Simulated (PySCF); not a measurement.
Electron detachment from ethoxide

Molecule: ethoxide, `CC[O-]` ([C2H5O]-). Coordinates in Å; atoms count from 1 in this order:
```
C     0.6841   -0.1775   -0.3105
C    -0.6960    0.2027    0.2888
O    -1.2784    1.2449   -0.2763
H     1.1361   -1.0581    0.1935
H     0.5756   -0.4016   -1.3872
H     1.3787    0.6774   -0.2223
H    -0.4917    0.3087    1.4139
H    -1.2972   -0.7745    0.2460
```

Level of theory: PBE0-D3(BJ)/def2-SVPD single points in PySCF, grid level 2; every species was optimised with PBE0-D3(BJ)/ma-def2-SVP. Thermal corrections: PBE0-D3(BJ)/ma-def2-SVP frequencies, unscaled, ideal gas at 298.15 K and 1 bar, quasi-RRHO entropy.

Frontier levels of the parent: HOMO 0.43 eV, LUMO 5.07 eV.

Oxidation to the radical:
```
Vertical detachment energy (electronic)              : 1.69 eV
Adiabatic detachment energy (with zero-point energy) : 1.50 eV
Adiabatic, electronic part                           : 1.49 eV
Vertical gap at the product's structure              : 1.32 eV
Inner reorganisation energy (four-point)             : 364 meV
Relaxation of product / of parent                    : 196 / 167 meV
⟨S²⟩ of the product                                  : 0.755
Largest spin populations                             : O3 0.89
Largest changes of atomic charge                     : O3 0.60, H (on C2) 0.17, H (on C2) 0.17, C2 -0.09
Distances that move most (Å)                         : C1–C2 1.552 → 1.517; C2–O3 1.321 → 1.352; C2–H 1.148 → 1.117; C2–H 1.148 → 1.117
```

Against the Active Thermochemical Tables (version 1.112): detachment energy to the radical 1.71 (computed 1.50, error -0.22) eV.

Run with `OMP_NUM_THREADS=1 python redox_run.py task.json out` on 1 thread of Arm Neoverse N1, a shared host. The single points of this level: 25 s of wall time.

Differences come from unrounded values, so a last digit can differ from that of the printed terms.
